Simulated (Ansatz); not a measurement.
# Scan of [SiH3···H···BH2], doublet

Starting geometry:

```csv
atom,x (Å),y (Å),z (Å)
Si,-0.8719,0.0000,0.0000
H,-1.3668,1.3997,0.0000
H,-1.3668,-0.6999,1.2122
H,-1.3668,-0.6999,-1.2122
H,0.6127,0.0000,0.0000
B,2.1031,0.0000,0.0000
H,2.6122,0.0000,1.0770
H,2.6122,0.0000,-1.0770
```

From there H5 is moved from one fragment to the other while all else, the fragments' distance too, stays fixed, so the hump isn't the reaction's barrier; atoms are numbered as listed. Energies are in kcal/mol, counted from the starting geometry at the same level. Kohn–Sham curves are unrestricted where that lies lower.

Basis cc-pVDZ; Ansatz 0.2.0. Correlated methods freeze the noble-gas cores. R marks a restricted (for open shells ROHF) determinant, U an unrestricted one.

In so small a basis the reference is far from its limit while semilocal and hybrid functionals are nearer theirs (RPA and double hybrids share much of the reference's basis error), so the functionals' errors here hold much of the reference's basis and frozen-core error, which can add to them or hide them.

Full CI isn't at hand for all of this; UCCSDT(Q) serves as the reference, and is uncertain by about the last step of the cluster series.

| distance Si1-H5 (Å) | UCCSDT(Q) | PBE | r2SCAN | B97M-V | PBE0 | B3LYP | wB97M-V | B2PLYP | RPA-PBE |
| --- | --- | --- | --- | --- | --- | --- | --- | --- | --- |
| 1.485 | 0.0 | 0.0 | 0.0 | 0.0 | 0.0 | 0.0 | 0.0 | 0.0 | 0.0 |
| 1.530 | -0.8 | -1.3 | -1.1 | -1.3 | -1.0 | -0.9 | -0.8 | -0.8 | -0.8 |
| 1.622 | 0.2 | -2.6 | -1.0 | -2.8 | -0.9 | -1.3 | 0.3 | 0.2 | -1.0 |
| 1.713 | 2.0 | -2.4 | 0.0 | -2.9 | -0.8 | -1.5 | -0.6 | 0.0 | -0.8 |
| 1.805 | 1.4 | -0.2 | 1.8 | -1.2 | -0.4 | -1.0 | -1.3 | -0.6 | 1.0 |
